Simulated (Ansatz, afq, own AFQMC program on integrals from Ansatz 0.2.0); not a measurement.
# Atomization energy of CHB, triplet

| atom | x (Å) | y (Å) | z (Å) |
| --- | --- | --- | --- |
| B | 0.0000 | 0.0000 | 0.0901 |
| C | 0.0000 | 0.0000 | -1.3588 |
| H | 0.0000 | 0.0000 | 1.2688 |

Connectivity, by distances: BH–C.

Atoms in their ground-state spins without spin–orbit coupling (mostly on UHF) minus the molecule (UHF), without zero-point energy. The geometry is a stationary point, not shown to be a minimum.

Basis 6-31G. Only valence electrons are correlated. Ansatz 0.2.0 and our own AFQMC program on the same integrals; the CISD trial comes from CCSD amplitudes, and released means the phaseless constraint is let go. ± is one standard error of the sampling. The errors of all members are added in quadrature.

Full CI on the same integrals is exact in this basis and with this determinant's frozen core.

Errors are counted within 6-31G, not against nature.

Cautions: CHB (triplet): strong correlation (T1 0.074, weight of the determinant 0.82, largest double 0.16), unrestricted determinant spin contaminated (⟨S²⟩ 2.41 against 2.00), the ph-AFQMC/CISD walk drifts between its halves (2.7 errors).

Reference (full CI): 711.4 kJ/mol.

```json
{"level": "HF", "atomization energy (kJ/mol)": "599.9", "error against FCI (kJ/mol)": "-111.5"}
{"level": "MP2", "atomization energy (kJ/mol)": "689.6", "error against FCI (kJ/mol)": "-21.8"}
{"level": "CCSD", "atomization energy (kJ/mol)": "699.7", "error against FCI (kJ/mol)": "-11.7"}
{"level": "CCSD(T)", "atomization energy (kJ/mol)": "707.6", "error against FCI (kJ/mol)": "-3.8"}
{"level": "ph-AFQMC/HF", "atomization energy (kJ/mol)": "734.5 ± 2.5", "error against FCI (kJ/mol)": "23.1 ± 2.5"}
{"level": "ph-AFQMC/CISD", "atomization energy (kJ/mol)": "710.8 ± 0.3", "error against FCI (kJ/mol)": "-0.6 ± 0.3"}
{"level": "released AFQMC", "atomization energy (kJ/mol)": "711.2 ± 0.4", "error against FCI (kJ/mol)": "-0.3 ± 0.4"}
```

Correlation beyond CCSD(T) adds 3.8 kJ/mol. The perturbative (T) step is worth +7.9 kJ/mol. Where the cautions show a poor determinant, the low rows tell how each method copes with it, not its usual error.

Released energies are given only where the last usable release times agree within the noise; a slower fall can still hide under it.
